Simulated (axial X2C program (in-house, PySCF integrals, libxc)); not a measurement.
**MgC: bond curves with and without spin–orbit coupling**

What are the state, bond length, wavenumber and bond energy of MgC, and what does spin–orbit coupling change?

Computed with an in-house X2C program for linear molecules on PySCF integrals. Level: all-electron X2C, Mg dyall-cv3z, C dyall-v3z.

All values are calculated.

### 1 The job

task.json reads:

```json
{
 "zs": [
  12,
  6
 ],
 "q": 0,
 "bas": [
  "dyall-cv3z",
  "dyall-v3z"
 ],
 "levels": [
  "PBE0",
  "HF",
  "PBE"
 ],
 "cc": true,
 "r0": 1.99,
 "thr": -2.0,
 "nmax": 90,
 "npts": 10,
 "nst": 2,
 "ntry": 6
}
```

Keys: zs atomic numbers; q charge; bas basis sets; levels methods (HF also brings MP2); cc coupled cluster on or off; r0 starting distance in Å; thr threshold in hartree for freezing inner shells (an s shell follows its p shell); nmax most natural virtual spinors; npts points asked for on the curve; nst determinants followed; ntry starts of the search.

Run with:

```bash
$ python so2c.py task.json out
```

Spin-free means the one-electron spin-free X2C Hamiltonian; two-component (2c) means X2C with spin–orbit coupling and atomic mean-field two-electron Coulomb and Gaunt terms. Basis: Mg dyall-cv3z contracted to [9s8p6d3f], C dyall-v3z contracted to [7s6p2d1f]; Gaussian nuclei, density fitting. Masses: Mg 23.985 u, C 12.000 u.

Notation: σ, π±, δ± give the projection m of an orbital's angular momentum (0, ±1, ±2), α and β its spin, Λ and M_S the sums; ω is the projection of a spinor's total angular momentum and Ω the sum. Logs are in hartree.

The results follow Hamiltonian by Hamiltonian and level by level.

### 2 State search with PBE0

PBE0 moves the distance from 1.990 Å to 2.047 Å and compares determinants there.

Spin-free determinants:

| ΔE (eV) | state | open shells |
| --- | --- | --- |
| 0.00 | M_S = 1, Λ = 0 | beyond closed shells: π+α, π-α |
| 0.48 | M_S = 2, Λ = 0 | beyond closed shells: 2 × σα, π+α, π-α |
| 1.42 | M_S = 0, Λ = 0 | beyond closed shells: 2 × σβ, π+α, π-α |
| 1.55 | M_S = 0, Λ = 2 | beyond closed shells: π+α, π+β |
| 1.55 | M_S = 0, Λ = 0 | beyond closed shells: π+β, π-α |
| 1.57 | M_S = 1, Λ = 1 | beyond closed shells: σα, π+α |
| 1.67 | M_S = 0, Λ = 1 | beyond closed shells: σα, π+β |

Two-component determinants:

```json
{"ΔE (eV)": "0.00", "state": "Ω = 1", "open shells": "excess of +ω over −ω: ω = -1/2, ω = 3/2"}
{"ΔE (eV)": "0.48", "state": "Ω = 2", "open shells": "excess of +ω over −ω: ω = 1/2, ω = 3/2"}
{"ΔE (eV)": "1.42", "state": "Ω = 0", "open shells": "excess of +ω over −ω: 3 × ω = 1/2, ω = -3/2"}
{"ΔE (eV)": "1.55", "state": "Ω = 0", "open shells": "closed shell"}
{"ΔE (eV)": "1.56", "state": "Ω = 0", "open shells": "closed shell"}
{"ΔE (eV)": "1.66", "state": "Ω = 1", "open shells": "excess of +ω over −ω: 2 × ω = 1/2"}
{"ΔE (eV)": "2.69", "state": "Ω = 1", "open shells": "excess of +ω over −ω: 2 × ω = 1/2"}
```

### 3 PBE0, spin-free

State followed: M_S = 1, Λ = 0 (beyond closed shells: π+α, π-α). The scan is laid around 2.081 Å, a first estimate of the minimum, and this SCF restarts from the orbitals of the search.

Output at 2.081 Å:

```text
spin-free X2C-1e  PBE0
basis functions 126  fitting functions 564  grid points 4356
iter        total energy     max residual
   1       -237.776025031     6.46e-01
   2       -238.165646183     1.00e-02
   3       -238.164763275     1.27e-02
   4       -238.167328185     1.96e-03
   5       -238.167396502     4.13e-04
   6       -238.167399077     3.97e-05
   7       -238.167399136     1.42e-05
   8       -238.167399146     4.71e-06
   9       -238.167399149     1.92e-06
  10       -238.167399150     5.42e-07
converged
one-electron -367.05008229  Coulomb 132.25393849  exact exchange -5.29401086  xc functional -16.38611484  nuclear repulsion 18.30887034
```

Along the bond, energies from the lowest point:

| R (Å) | E (eV) | μ (D) | HOMO (eV) | LUMO (eV) | iterations |
| --- | --- | --- | --- | --- | --- |
| 1.810 | 0.4619 | -2.53 | -5.54 | -2.33 | 14 |
| 1.894 | 0.1900 | -2.77 | -5.64 | -2.41 | 12 |
| 1.956 | 0.0740 | -2.95 | -5.71 | -2.48 | 11 |
| 2.019 | 0.0150 | -3.13 | -5.79 | -2.55 | 11 |
| 2.081 | 0.0000 | -3.30 | -5.86 | -2.61 | 10 |
| 2.154 | 0.0238 | -3.49 | -5.94 | -2.69 | 11 |
| 2.227 | 0.0800 | -3.67 | -6.01 | -2.76 | 11 |
| 2.320 | 0.1832 | -3.86 | -6.05 | -2.85 | 11 |
| 2.435 | 0.3358 | -4.05 | -5.98 | -2.95 | 10 |
| 2.601 | 0.5722 | -4.20 | -5.94 | -3.08 | 12 |

Dipoles are positive if C is the positive end.

Outer orbitals at the reference distance:

```json
{"symmetry": "σα", "occupied": "yes", "ε (eV)": "-15.85", "atomic character": "74% C s, 10% Mg p, 8% Mg s"}
{"symmetry": "σβ", "occupied": "yes", "ε (eV)": "-11.97", "atomic character": "68% C s, 13% Mg s, 10% Mg p"}
{"symmetry": "σα", "occupied": "yes", "ε (eV)": "-7.17", "atomic character": "76% C p, 18% Mg s, 3% C s"}
{"symmetry": "π-α", "occupied": "yes", "ε (eV)": "-6.32", "atomic character": "86% C p, 8% Mg p, 5% Mg d"}
{"symmetry": "π+α", "occupied": "yes", "ε (eV)": "-6.32", "atomic character": "86% C p, 8% Mg p, 5% Mg d"}
{"symmetry": "σβ", "occupied": "yes", "ε (eV)": "-5.86", "atomic character": "62% Mg s, 21% Mg p, 12% C p"}
{"symmetry": "σα", "occupied": "no", "ε (eV)": "-2.61", "atomic character": "60% Mg s, 24% Mg p, 12% C p"}
{"symmetry": "π+β", "occupied": "no", "ε (eV)": "-1.71", "atomic character": "66% Mg p, 34% C p"}
{"symmetry": "π-β", "occupied": "no", "ε (eV)": "-1.71", "atomic character": "66% Mg p, 34% C p"}
{"symmetry": "σβ", "occupied": "no", "ε (eV)": "-1.54", "atomic character": "67% C p, 19% Mg p, 8% Mg s"}
```

PBE0 fields in the half plane through the axis: z from -2.4 to 4.2 Å across, distance from the axis 0.15 to 2.25 Å upwards; Mg lies at z = 0 and C at z = 2.081 Å; the ELF is damped to zero where the density is low.

log10 density (e/bohr³). Ten even steps from '0' (-4.59 ) to '9' (0.89 ):
```
11122222222222222211100
11222333333333333222110
12233333333333443332211
22333444444444444433221
23334444444455555543321
23344455655556666554322
23344567876566776654332
33444568986566797655432
```

ELF. Ten even steps from '0' (0.00 ) to '9' (1.00 ):
```
00146777531100000000000
02689999863212222210000
26999999864333455431000
59999997544456677653100
89999951002567888875210
99999500100478888886410
99998117860288758887420
99997148283187091887520
```

Re = 2.075 Å, ωe = 545 cm⁻¹, ωexe = 4.77 cm⁻¹, Be = 0.4894 cm⁻¹, De = 1.74 eV, μ = -3.29 D. ⟨S²⟩ = 2.63 against 2.00 for a pure state, so this determinant mixes spins.

### 4 HF, spin-free

The SCF at the reference distance of 2.081 Å:

```text
spin-free X2C-1e  HF
basis functions 126  fitting functions 564  grid points 4356
iter        total energy     max residual
   1       -237.663316882     5.08e-02
   2       -237.678045635     6.55e-03
   3       -237.681068853     4.30e-03
   4       -237.682405494     2.12e-03
   5       -237.682769907     1.21e-03
   6       -237.682821491     6.06e-04
   7       -237.682832337     1.91e-04
   8       -237.682833954     7.62e-05
   9       -237.682834297     2.71e-05
  10       -237.682834334     8.89e-06
  11       -237.682834337     1.73e-06
  12       -237.682834338     4.74e-07
converged
one-electron -366.98504618  Coulomb 132.26143413  exact exchange -21.26809263  xc functional 0.00000000  nuclear repulsion 18.30887034
```

Re = 2.059 Å, ωe = 591 cm⁻¹, ωexe = 4.01 cm⁻¹, Be = 0.497 cm⁻¹, De = 1.43 eV, μ = -2.83 D. ⟨S²⟩ = 2.91 against 2.00 for a pure state, so this determinant mixes spins.

### 5 PBE, spin-free

Output at 2.081 Å:

```text
spin-free X2C-1e  PBE
basis functions 126  fitting functions 564  grid points 4356
iter        total energy     max residual
   1       -238.146835936     1.90e-02
   2       -238.149382726     3.52e-03
   3       -238.147239716     1.16e-02
   4       -238.149835365     8.13e-04
   5       -238.149865911     5.06e-04
   6       -238.149886741     1.61e-04
   7       -238.149888177     6.22e-05
   8       -238.149888263     8.00e-06
   9       -238.149888265     2.25e-06
converged
one-electron -367.02496068  Coulomb 132.19771195  exact exchange 0.00000000  xc functional -21.63150987  nuclear repulsion 18.30887034
```

Re = 2.093 Å, ωe = 523 cm⁻¹, ωexe = 4.74 cm⁻¹, Be = 0.4813 cm⁻¹, De = 1.90 eV, μ = -3.52 D. ⟨S²⟩ = 2.39 against 2.00 for a pure state, so this determinant mixes spins.

### 6 MP2 and beyond, spin-free

Correlated methods: 6 electrons correlated (frozen shells, counted by type: Mg 2 s, 1 p; C 1 s), 216 virtual spinors in MP2, 73 natural virtuals in coupled cluster.

Output of the correlated part at 2.081 Å:

```text
correlated 6  virtual 216  natural virtual 73  E(MP2) -0.098371654  MP2 remainder -0.001279667
iter   CCSD correlation   residual
   1     -0.109983332   8.61e-02
   2     -0.114811081   4.23e-02
   3     -0.116018053   2.34e-02
   4     -0.116549838   1.44e-02
   5     -0.116863356   9.47e-03
   6     -0.117007101   5.31e-03
   7     -0.117040585   2.43e-03
   8     -0.117032100   1.48e-03
   9     -0.117041568   8.83e-04
  10     -0.117046900   3.70e-04
  11     -0.117051193   1.50e-04
  12     -0.117051596   7.28e-05
  13     -0.117052373   3.61e-05
  14     -0.117052694   1.63e-05
  15     -0.117052948   8.72e-06
  16     -0.117053019   3.46e-06
  17     -0.117053040   1.39e-06
  18     -0.117053057   7.72e-07
(T) -0.004864875  T1 0.0549  D1 0.1113  max T2 0.081
```

T1 in the output is the amplitude norm over the root of the electron number; divide by √2 for the Lee–Taylor value.

MP2: No constants are quoted: the reference is strongly spin-contaminated.

CCSD: Re = 2.076 Å, ωe = 560 cm⁻¹, ωexe = 4.5 cm⁻¹, Be = 0.489 cm⁻¹, De = 1.31 eV. T1 at Re = 0.039 (Lee–Taylor, the printed value over √2).

CCSD(T): Re = 2.081 Å, ωe = 553 cm⁻¹, ωexe = 4.55 cm⁻¹, Be = 0.4867 cm⁻¹, De = 1.39 eV. T1 at Re = 0.039 (Lee–Taylor, the printed value over √2).

### 7 A higher determinant, spin-free

State: M_S = 2, Λ = 0 (beyond closed shells: 2 × σα, π+α, π-α).

Output at the reference distance:

```text
spin-free X2C-1e  PBE0
basis functions 126  fitting functions 564  grid points 4356
iter        total energy     max residual
   1       -237.786563915     6.57e-01
   2       -238.148227787     8.94e-03
   3       -238.148514754     7.78e-03
   4       -238.149238466     1.62e-03
   5       -238.149262433     4.23e-04
   6       -238.149264317     3.22e-05
   7       -238.149264359     1.30e-05
   8       -238.149264365     4.24e-06
   9       -238.149264365     1.40e-06
converged
one-electron -366.89320422  Coulomb 132.14007172  exact exchange -5.30551289  xc functional -16.39948932  nuclear repulsion 18.30887034
```

| R (Å) | E above the lowest PBE0 point (eV) |
| --- | --- |
| 1.810 | 0.887 |
| 1.894 | 0.633 |
| 1.956 | 0.532 |
| 2.019 | 0.490 |
| 2.081 | 0.493 |
| 2.154 | 0.540 |
| 2.227 | 0.622 |
| 2.320 | 0.761 |
| 2.435 | 0.964 |

Re = 2.044 Å, ωe = 594 cm⁻¹, ωexe = 3.76 cm⁻¹, Be = 0.5044 cm⁻¹, μ = -2.52 D. Te = 0.49 eV.

### 8 The spin-free curves together

Energy (eV) of the followed determinant, spin-free, from each level's lowest point:

| R (Å) | PBE0 | HF | MP2 (spin-contaminated) | CCSD | CCSD(T) | PBE |
| --- | --- | --- | --- | --- | --- | --- |
| 1.810 | 0.462 | 0.457 | 0.482 | n/a | n/a | 0.499 |
| 1.894 | 0.190 | 0.177 | 0.198 | 0.201 | 0.209 | 0.217 |
| 1.956 | 0.074 | 0.061 | 0.077 | 0.079 | 0.084 | 0.092 |
| 2.019 | 0.015 | 0.007 | 0.015 | 0.016 | 0.019 | 0.024 |
| 2.081 | 0.000 | 0.000 | 0.000 | 0.000 | 0.000 | 0.000 |
| 2.154 | 0.024 | 0.038 | 0.027 | 0.025 | 0.022 | 0.013 |
| 2.227 | 0.080 | 0.112 | 0.090 | 0.084 | 0.078 | 0.059 |
| 2.320 | 0.183 | 0.243 | 0.207 | 0.194 | 0.183 | 0.149 |
| 2.435 | 0.336 | 0.436 | 0.383 | n/a | n/a | 0.288 |
| 2.601 | 0.572 | 0.734 | 0.666 | n/a | n/a | 0.508 |

### 9 PBE0, 2c

State followed: Ω = 1 (excess of +ω over −ω: ω = -1/2, ω = 3/2). The scan is laid around 2.081 Å, a first estimate of the minimum, and this SCF restarts from the orbitals of the search.

Output at 2.081 Å:

```text
two-component X2C + atomic mean field  PBE0
basis functions 126  fitting functions 564  grid points 4356
iter        total energy     max residual
   1       -237.752638418     6.47e-01
   2       -238.143282273     1.00e-02
   3       -238.142399589     1.27e-02
   4       -238.144962651     1.96e-03
   5       -238.145031287     4.13e-04
   6       -238.145033864     3.97e-05
   7       -238.145033922     1.39e-05
   8       -238.145033932     4.63e-06
   9       -238.145033935     1.92e-06
  10       -238.145033935     5.45e-07
converged
one-electron -366.98948495  Coulomb 132.23502825  exact exchange -5.29328391  xc functional -16.38387134  nuclear repulsion 18.30887034  atomic mean-field constant -0.02229233
```

Along the bond, energies from the lowest point:

| R (Å) | E (eV) | μ (D) | HOMO (eV) | LUMO (eV) | iterations |
| --- | --- | --- | --- | --- | --- |
| 1.810 | 0.4624 | -2.53 | -5.54 | -2.33 | 14 |
| 1.894 | 0.1903 | -2.77 | -5.64 | -2.41 | 12 |
| 1.956 | 0.0743 | -2.95 | -5.71 | -2.48 | 11 |
| 2.019 | 0.0151 | -3.13 | -5.79 | -2.55 | 11 |
| 2.081 | 0.0000 | -3.30 | -5.86 | -2.61 | 10 |
| 2.154 | 0.0237 | -3.49 | -5.94 | -2.69 | 11 |
| 2.227 | 0.0798 | -3.67 | -6.01 | -2.76 | 11 |
| 2.320 | 0.1829 | -3.86 | -6.05 | -2.85 | 11 |
| 2.435 | 0.3354 | -4.05 | -5.98 | -2.95 | 10 |
| 2.601 | 0.5718 | -4.20 | -5.94 | -3.08 | 12 |

Dipoles are positive if C is the positive end.

Outer spinors at the reference distance:

```
   ω  occupied  ε (eV)             atomic character  λ mixture
 1/2       yes  -15.85   74% C s, 10% Mg p, 8% Mg s     100% σ
-1/2       yes  -11.97  68% C s, 13% Mg s, 10% Mg p     100% σ
 1/2       yes   -7.17    76% C p, 18% Mg s, 3% C s     100% σ
-1/2       yes   -6.32    86% C p, 8% Mg p, 5% Mg d     100% π
 3/2       yes   -6.32    86% C p, 8% Mg p, 5% Mg d     100% π
-1/2       yes   -5.86  62% Mg s, 21% Mg p, 12% C p     100% σ
 1/2        no   -2.61  60% Mg s, 24% Mg p, 12% C p     100% σ
 1/2        no   -1.71            66% Mg p, 34% C p     100% π
-3/2        no   -1.71            66% Mg p, 34% C p     100% π
-1/2        no   -1.54   67% C p, 19% Mg p, 8% Mg s     100% σ
```

PBE0 fields in the half plane through the axis: z from -2.4 to 4.2 Å across, distance from the axis 0.15 to 2.25 Å upwards; Mg lies at z = 0 and C at z = 2.081 Å; the ELF is damped to zero where the density is low.

log10 density (e/bohr³). Ten even steps from ' ' (-4.59 ) to '@' (0.89 ):
```
......::::::::::::::::::::::::::::::......    
....::::::------------------------::::::....  
..::::----------------------====------::::....
::::------==========================----::::..
::------================++++++++++++==----::..
::----======++++**++++++++********++++==--::::
::----====++**##%%##**++****####****++==----::
----======++**%%@@%%**++****##@@##**++++==--::
```

ELF. Ten even steps from ' ' (0.00 ) to '@' (1.00 ):
```
    ..==**######++--....                      
  ::**%%@@@@@@@@%%**--::..::::::::::..        
::**@@@@@@@@@@@@%%**==------==++++==--..      
++@@@@@@@@@@@@##++======++****####**++--..    
%%@@@@@@@@@@++..    ::++**##%%%%%%%%##++::..  
@@@@@@@@@@++    ..    ==##%%%%%%%%%%%%**==..  
@@@@@@@@%%....##%%**  ::%%%%##++%%%%%%##==::  
@@@@@@@@##..==%%::%%--..%%##  @@..%%%%##++::  
```

Re = 2.075 Å, ωe = 545 cm⁻¹, ωexe = 4.77 cm⁻¹, Be = 0.4894 cm⁻¹, De = 1.74 eV, μ = -3.29 D.

### 10 HF, 2c

The SCF at the reference distance of 2.081 Å:

```text
two-component X2C + atomic mean field  HF
basis functions 126  fitting functions 564  grid points 4356
iter        total energy     max residual
   1       -237.641014337     5.08e-02
   2       -237.655742465     6.55e-03
   3       -237.658767250     4.30e-03
   4       -237.660105051     2.12e-03
   5       -237.660469678     1.21e-03
   6       -237.660521301     6.06e-04
   7       -237.660532157     1.91e-04
   8       -237.660533775     7.62e-05
   9       -237.660534118     2.71e-05
  10       -237.660534156     8.89e-06
  11       -237.660534159     1.73e-06
  12       -237.660534159     4.75e-07
converged
one-electron -366.92438006  Coulomb 132.24245483  exact exchange -21.26518695  xc functional 0.00000000  nuclear repulsion 18.30887034  atomic mean-field constant -0.02229233
```

Re = 2.059 Å, ωe = 591 cm⁻¹, ωexe = 4.01 cm⁻¹, Be = 0.4969 cm⁻¹, De = 1.43 eV, μ = -2.83 D.

### 11 PBE, 2c

Output at 2.081 Å:

```text
two-component X2C + atomic mean field  PBE
basis functions 126  fitting functions 564  grid points 4356
iter        total energy     max residual
   1       -238.124445466     1.90e-02
   2       -238.126992246     3.52e-03
   3       -238.124849364     1.16e-02
   4       -238.127445005     8.14e-04
   5       -238.127475591     5.06e-04
   6       -238.127496461     1.61e-04
   7       -238.127497900     6.23e-05
   8       -238.127497986     8.00e-06
   9       -238.127497987     2.26e-06
converged
one-electron -366.96437809  Coulomb 132.17881526  exact exchange 0.00000000  xc functional -21.62851317  nuclear repulsion 18.30887034  atomic mean-field constant -0.02229233
```

Re = 2.093 Å, ωe = 523 cm⁻¹, ωexe = 4.74 cm⁻¹, Be = 0.4813 cm⁻¹, De = 1.90 eV, μ = -3.52 D.

### 12 Correlated methods, 2c

Correlated methods: 6 electrons correlated (frozen shells, counted by type: Mg 2 s, 1 p; C 1 s), 216 virtual spinors in MP2, 73 natural virtuals in coupled cluster.

Output of the correlated part at 2.081 Å:

```text
correlated 6  virtual 216  natural virtual 73  E(MP2) -0.098371342  MP2 remainder -0.001279779
iter   CCSD correlation   residual
   1     -0.109983311   8.61e-02
   2     -0.114811133   4.23e-02
   3     -0.116018240   2.35e-02
   4     -0.116550293   1.44e-02
   5     -0.116864075   9.47e-03
   6     -0.117007939   5.31e-03
   7     -0.117041439   2.43e-03
   8     -0.117032951   1.48e-03
   9     -0.117042429   8.83e-04
  10     -0.117047762   3.70e-04
  11     -0.117052056   1.50e-04
  12     -0.117052458   7.28e-05
  13     -0.117053235   3.61e-05
  14     -0.117053556   1.63e-05
  15     -0.117053810   8.72e-06
  16     -0.117053881   3.45e-06
  17     -0.117053902   1.39e-06
  18     -0.117053919   7.73e-07
(T) -0.004865239  T1 0.0549  D1 0.1113  max T2 0.081
```

MP2: No constants are quoted: the reference is strongly spin-contaminated.

CCSD: Re = 2.076 Å, ωe = 560 cm⁻¹, ωexe = 4.5 cm⁻¹, Be = 0.4889 cm⁻¹, De = 1.31 eV. T1 at Re = 0.039 (Lee–Taylor, the printed value over √2).

CCSD(T): Re = 2.081 Å, ωe = 553 cm⁻¹, ωexe = 4.55 cm⁻¹, Be = 0.4866 cm⁻¹, De = 1.39 eV. T1 at Re = 0.039 (Lee–Taylor, the printed value over √2).

### 13 A higher determinant, 2c

State: Ω = 2 (excess of +ω over −ω: ω = 1/2, ω = 3/2).

Output at the reference distance:

```text
two-component X2C + atomic mean field  PBE0
basis functions 126  fitting functions 564  grid points 4356
iter        total energy     max residual
   1       -237.763331991     6.58e-01
   2       -238.125847223     8.94e-03
   3       -238.126133983     7.79e-03
   4       -238.126859844     1.63e-03
   5       -238.126883841     4.23e-04
   6       -238.126885731     3.23e-05
   7       -238.126885773     1.31e-05
   8       -238.126885780     4.30e-06
   9       -238.126885780     1.42e-06
converged
one-electron -366.83250746  Coulomb 132.12108557  exact exchange -5.30479168  xc functional -16.39725023  nuclear repulsion 18.30887034  atomic mean-field constant -0.02229233
```

| R (Å) | E above the lowest PBE0 point (eV) |
| --- | --- |
| 1.810 | 0.888 |
| 1.894 | 0.634 |
| 1.956 | 0.533 |
| 2.019 | 0.491 |
| 2.081 | 0.494 |
| 2.154 | 0.541 |
| 2.227 | 0.622 |
| 2.320 | 0.761 |
| 2.435 | 0.964 |

Re = 2.044 Å, ωe = 594 cm⁻¹, ωexe = 3.76 cm⁻¹, Be = 0.5043 cm⁻¹, μ = -2.52 D. Te = 0.49 eV.

### 14 The 2c curves together

Energy (eV) of the followed determinant, 2c, from each level's lowest point:

| R (Å) | PBE0 | HF | MP2 (spin-contaminated) | CCSD | CCSD(T) | PBE |
| --- | --- | --- | --- | --- | --- | --- |
| 1.810 | 0.462 | 0.457 | 0.483 | n/a | n/a | 0.500 |
| 1.894 | 0.190 | 0.177 | 0.199 | 0.202 | 0.209 | 0.217 |
| 1.956 | 0.074 | 0.061 | 0.077 | 0.079 | 0.085 | 0.092 |
| 2.019 | 0.015 | 0.007 | 0.015 | 0.017 | 0.019 | 0.024 |
| 2.081 | 0.000 | 0.000 | 0.000 | 0.000 | 0.000 | 0.000 |
| 2.154 | 0.024 | 0.038 | 0.027 | 0.025 | 0.021 | 0.013 |
| 2.227 | 0.080 | 0.112 | 0.090 | 0.084 | 0.077 | 0.059 |
| 2.320 | 0.183 | 0.243 | 0.207 | 0.194 | 0.183 | 0.149 |
| 2.435 | 0.335 | 0.435 | 0.383 | n/a | n/a | 0.287 |
| 2.601 | 0.572 | 0.733 | 0.666 | n/a | n/a | 0.508 |

The whole job took 47 s on 1 thread of Arm Neoverse V1, shared host.

### 15 Results

Lowest determinant that the search found at its distance, spin-free: M_S = 1, Λ = 0 (beyond closed shells: π+α, π-α).

Lowest determinant that the search found at its distance, 2c: Ω = 1 (excess of +ω over −ω: ω = -1/2, ω = 3/2).

| Hamiltonian | level | Re (Å) | ωe (cm⁻¹) | De (eV) | μ (D) |
| --- | --- | --- | --- | --- | --- |
| spin-free | PBE0 | 2.075 | 545 | 1.74 | -3.29 |
| spin-free | HF | 2.059 | 591 | 1.43 | -2.83 |
| spin-free | CCSD | 2.076 | 560 | 1.31 | n/a |
| spin-free | CCSD(T) | 2.081 | 553 | 1.39 | n/a |
| spin-free | PBE | 2.093 | 523 | 1.90 | -3.52 |
| 2c | PBE0 | 2.075 | 545 | 1.74 | -3.29 |
| 2c | HF | 2.059 | 591 | 1.43 | -2.83 |
| 2c | CCSD | 2.076 | 560 | 1.31 | n/a |
| 2c | CCSD(T) | 2.081 | 553 | 1.39 | n/a |
| 2c | PBE | 2.093 | 523 | 1.90 | -3.52 |

Dipoles are positive if C is the positive end. No constants: spin-free MP2 (the reference is strongly spin-contaminated); 2c MP2 (the reference is strongly spin-contaminated). Spin-free ⟨S²⟩ is off its pure value at PBE0 2.63, HF 2.91, PBE 2.39.

Time per point (s) on 1 thread of Arm Neoverse V1, shared host (2c runs; CCSD comes with the CCSD(T) run); the times are rough: PBE0 0.24, HF 0.13, CCSD(T) 1.2, PBE 0.2.

At CCSD(T), going from spin-free to two-component changes Re by 0 mÅ, ωe by 0.0 %; the spin-free picture holds up (part of it comes from the scalar share of the two-electron terms). De moves by 0.00 eV; both De rest on single-determinant atoms, which can miss part of an open shell's spin–orbit lowering.

De refers to Mg + C, each in the lowest determinant found, which need not be this curve's own limit. The state is a single determinant with fixed occupations, the lowest that a limited PBE0 search found. De is counted from the lowest determinant-based energies of the atoms at the same level, without counterpoise correction. Density functionals use the spin component along the axis (collinear). CCSD and (T) use frozen natural virtuals with an MP2 correction for the truncation. With several unpaired electrons one determinant need not be a pure state. The spin-free determinant is spin-contaminated at some levels. T1 at Re is 0.039 (Lee–Taylor), above the customary mark of 0.02.
